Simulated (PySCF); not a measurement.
H₂NO (doublet state).
Atom-mapped SMILES: `[NH2:1][O:2]` (hydrogens: H3, H4 on N1)

Geometry (PBE0-D3(BJ)/def2-SVP, Å), atoms numbered from 1 in this order:
```xyz
4
H2NO angstrom
N     -0.0472    0.0039    0.0553
O      1.2074   -0.0085   -0.0353
H     -0.5775   -0.8683   -0.0179
H     -0.5621    0.8824   -0.0479
```

Theory: PySCF 2.14.0, UKS B3LYP, IGLO-III on N O, pcH-1 on H, non-relativistic, mean-field spin-orbit, GIAO. Geometry: PBE0-D3(BJ)/def2-SVP; no solvent, vibrations or thermal averaging.

Q: Break the g tensor into its mass correction, gauge correction and orbital-Zeeman/spin–orbit terms.

A: 
```csv
Δg (ppt),1,2,3
relativistic mass correction,-0.30,-0.30,-0.30
gauge correction,-0.01,0.06,0.06
orbital Zeeman/spin–orbit,-0.02,4.01,8.87
total,-0.33,3.76,8.63
```

So g = 2.00199, 2.00608, 2.01095 and g_iso = 2.00634; the tensor is rhombic: the two nearest values differ by 46 % of g3 − g1. Axes: g1 is normal to the molecular plane and g3 points within 2° of the N1–O2 bond.

Q: What are the electron Larmor frequencies g μB B/h along the three axes at 350 mT?

A: 9.8071, 9.8272, 9.8510 GHz for g1, g2 and g3, a range of 43.9 MHz.

Q: Average each term over the three axes. Which is largest in size?

A: The orbital-Zeeman/spin–orbit term 4.29, the mass correction -0.30 and the gauge correction 0.04 ppt, for a total of 4.02 ppt. The orbital-Zeeman/spin–orbit term is the largest in size. The mass correction is the same along every axis, so the anisotropy comes from the other two: their spans along these axes are 0.07 (gauge) and 8.89 ppt (orbital Zeeman/spin–orbit).

Q: What effective moment and Curie constant follow for a powder?

A: With the mean of g² = 4.0254 and S(S+1) = 0.75: μ_eff = √(⟨g²⟩S(S+1)) = 1.738 μB and χT = 0.12505·⟨g²⟩·S(S+1) = 0.378 cm³ K/mol (cgs; spin-Hamiltonian part alone).

Q: In a frozen sample, at which fields do the three g values resonate at 9.5, 34, 94 and 263 GHz (hyperfine left aside), and which band first spreads them over more than twice a line width of 1.0 mT?

A: 
```
band    GHz  B(g3) mT  B(g2) mT  B(g1) mT  spread mT
   X    9.5    337.53    338.35    339.04       1.51
   Q   34.0   1208.00   1210.93   1213.40       5.41
   W   94.0   3339.76   3347.86   3354.71      14.95
   J  263.0   9344.22   9366.90   9386.04      41.82
```

The spread grows in proportion to the frequency. Q band is the first where it exceeds 2.0 mT.

The Mulliken spin populations are largest on O2 (+0.60) and N1 (+0.45).

The HOMO–LUMO gaps are 6.55 eV among the α and 5.53 eV among the β orbitals.
